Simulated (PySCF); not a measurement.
**What each rung costs, and what it gives**

Saddle point of CH8OSi, closed shell (CH₆Si ([CH3][SiH3]) + H₂O → SiH₄O ([OH][SiH3]) + CH₄; bonds formed: Si1–O7, C2–H6; bonds broken: Si1–C2, H6–O7), PBE0-D4/def2-TZVP structure:

```xyz
11
angstrom
Si -0.6608 0.7567 -0.2034
C 0.5188 -0.7272 0.9233
H -1.6204 1.0010 -1.3364
H -1.6662 0.4458 0.8629
H 0.0183 2.0175 0.1655
H 0.7150 -0.4984 -0.4803
O 0.5767 0.1023 -1.4708
H -0.1917 -1.5101 1.1856
H 1.5099 -1.1940 0.8108
H 0.6181 -0.0391 1.7645
H 0.1823 -0.3546 -2.2217
```

Barriers are electronic and count from the start structure reached by relaxing down the imaginary mode.

PySCF 2.14 with density fitting (its default auxiliary sets; JK sets also for MP2 and CCSD(T)); basis: as named in each row; cores frozen in the correlated methods. B3LYP uses VWN-RPA correlation. Extrapolation: Hartree–Fock as exp(−7.88 √X), correlation as X^−2.97.

Times are rough, for one single point on 4 threads of a shared host (Arm Neoverse V1).

The estimate by CCSD(T) at an estimated basis limit (MP2 extrapolated from triple and quadruple zeta, plus CCSD(T) − MP2 in triple zeta) is 208.5 kJ/mol.

```
   method       basis  time (s)  barrier (kJ/mol)  method less estimate
       HF      STO-3G   under 1             361.3                 152.8
 B3LYP-D4       6-31G         3             212.6                   4.1
  PBE0-D4    def2-SVP         4             186.7                 -21.8
   PBE-D4    def2-SVP         5             164.7                 -43.8
      MP2  def2-QZVPP         5             200.4                  -8.1
    SPW92  def2-TZVPP        11             137.6                 -70.9
  PBE0-D4  def2-TZVPP        12             191.6                 -16.9
 B3LYP-D4  def2-TZVPP        12             205.1                  -3.4
 BHLYP-D4  def2-TZVPP        12             224.5                  16.0
   PBE-D4  def2-TZVPP        14             174.6                 -33.9
  CCSD(T)    def2-SVP        20             223.8                  15.3
r2SCAN-D4  def2-TZVPP        33             185.2                 -23.3
  wB97M-V  def2-TZVPP       210             199.6                  -9.0
  CCSD(T)  def2-TZVPP       470             210.1                   1.6
```

All methods are single points on the PBE0-D4 structures.

T1 diagnostic: at most 0.012.

Labels in which every atom is bracketed show which atoms are joined, not bond orders.
